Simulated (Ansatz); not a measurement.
`C[SiH2]F` → `C[Si]F` + H₂ at 600 K and 1 bar (silylene formation by 1,1-elimination).

Program: Ansatz. Geometries: PBE0-D4/def2-TZVP. ΔE: electronic, gas phase. CBS: MP2 limit from def2 TZ/QZ plus the TZ coupled-cluster correction, frozen cores. This one scheme is used for every species.

```csv
species,CCSD(T)/CBS energy (Eh),H − E (kJ/mol),S (J/(mol·K))
`C[SiH2]F`,-430.00374,191.4,351.0
`C[Si]F`,-428.74649,136.3,340.0
H₂,-1.17544,43.9,150.8
```

H − E and S are ideal-gas, rigid-rotor, harmonic terms from PBE0-D4/def2-TZVP. The MP2-based limit puts H₂ 0.8 mEh under its directly extrapolated value; such offsets cancel only in part. 1 Eh = 2625.50 kJ/mol, R = 8.31446 J/(mol·K).

**Question.** By hand: ΔE, ΔH, ΔS and ΔG.

**Answer.** ΔE = (-428.74649) + (-1.17544) − (-430.00374) = 0.08181 Eh = 214.8 kJ/mol. Δ(H − E) = 136.3 + 43.9 − 191.4 = -11.2, so ΔH = 203.6 kJ/mol. ΔS = 340.0 + 150.8 − 351.0 = 139.8 J/(mol·K). ΔG = 203.6 − 600 × (139.8)/1000 = 119.7 kJ/mol.

**Question.** By hand: the equilibrium constant, and the temperature at which ΔG would vanish if ΔH and ΔS stayed fixed.

**Answer.** log₁₀ K = −ΔG/(RT ln 10) = -10.4. ΔG = 0 at ΔH/ΔS = 1456 K.

The number of gas molecules changes by +1, which sets the sign of ΔS. A doubt of 5 kJ/mol in ΔE shifts log₁₀ K by 0.4 here. These are equilibria of isolated gas molecules and say nothing of rates. Largest T1 diagnostic: 0.014 (customary marks: 0.02 for closed shells, 0.045 for open ones).
